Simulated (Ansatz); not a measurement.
A made-up structure of CH$_{3}$OS (charge +1), closed shell:

```csv
atom,x (Å),y (Å),z (Å)
O1,-0.7769,-0.9688,-0.5255
C2,-0.0687,-0.0017,-0.0896
S3,0.8650,-0.2452,1.2654
H4,-1.2969,-0.7562,-1.3197
H5,-0.0808,0.9617,-0.6007
H6,0.5948,-0.8176,0.0435
```

It is relaxed with PBE-D4/def2-SVP and then PBE0-D4/def2-TZVP (Ansatz 0.2.0). Atoms count as bonded within 1.22 times the sum of their covalent radii (H–H: 0.88 Å). The end point is not checked to be a true minimum.

**Question.** Does its bonding change? (Judge from chemistry; the calculation decides.)

**Answer.** By the calculation: Yes. Formed: none; broken: C2–H6.

Where it ends: The first stage lowers the energy by 3.86 eV in 13 steps. It ends as CH₃OS ([OH][CH][SH]), total charge +1:
O1  (-0.757, -0.884, -0.805)
C2  (-0.187, 0.097, -0.220)
S3  (1.063, -0.093, 0.851)
H4  (-1.475, -0.623, -1.407)
H5  (-0.515, 1.120, -0.414)
H6  (1.108, -1.444, 0.769)
(Å)

Labels in which every atom is bracketed show which atoms are joined, not bond orders.

For scale, one of the runs: PBE0-D4/def2-TZVP relaxation, 117 basis functions, launched by `ansatz run in.yaml --threads 2 --pin off --events-out ev --progress --plain --max-ram 4352MiB`. Hardware: 2 CPU threads of an Intel Xeon Platinum 8259CL, shared host. Wall time about 12 s.
